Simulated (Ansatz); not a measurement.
Elastic constant C12 of some elemental metals

Method: PBEsol in Ansatz (PAW). References are measured values corrected to a static lattice or taken at low temperature (these still hold zero-point motion). The table is a random draw of 8 from 19 solids with such references.

Values in GPa.

```
solid   reference  PBEsol  error (%)
------  ---------  ------  ---------
fcc Pd        176     184       +4.5
fcc Cu        125     147      +17.6
hcp Zn       34.8    48.2        +39
bcc W         205     210       +2.4
bcc Fe        138     177        +28
hcp Be       27.6    22.0        -20
hcp Os       228†     241       +5.7
fcc Pt        254     252       -0.8
```

Over these 8 solids the mean error is +9.5 %, the mean absolute error 14.8 % (median 11.7 %), and the worst case hcp Zn at +39 %; the value is above the reference in 6 of 8 cases. Over all 19 the mean error is +10.1 % and the mean absolute error 14.6 % (median 8.4 %).

All these references are low-temperature values that still hold zero-point motion.

Spin–orbit coupling is left out, also for the solids with elements from indium on (bcc W, hcp Os, fcc Pt); its size isn't shown.

† marks references with one source in our tables, § those from which another value on file, of any temperature, differs by over 15 %.

Differences are worked out from the printed values.

Each level is taken at its own relaxed cell. Caveats: shear constants of such metals converge slowly with the k mesh (bcc W). Ansatz's density-functional and Hartree–Fock values are scalar-relativistic unless marked +SOC, with PAW data made under PBE.

Ansatz's runs of these crystals have no spin polarisation, but for bcc Fe.

Density-functional runs with spin start from parallel moments for bcc Fe.

Not in this set, of the elemental metals with a reference value in our tables and a result at some level: 14 for a reference at room or unstated temperature (hcp Cd, hcp Co, bcc Cs, body-centred tetragonal In, fcc Ir and 9 more); 2 for a doubt noted on the run at PBEsol (bcc Nb, bcc V); 1 for sources at odds (bcc Li). These can be a level's worst cases. Values held back for tests aren't counted. Layered and molecular crystals are counted apart. The metals Ce to Yb are counted apart.

References as tabulated in Malica and Corso (2021), arXiv:2109.00459; Galib et al. (2023), arXiv:2209.08184; Wang et al. (2022), arXiv:2209.12322; Sha and Cohen (2006), arXiv:cond-mat/0612308 and others.

Ansatz is a quantum-chemistry and plane-wave program.
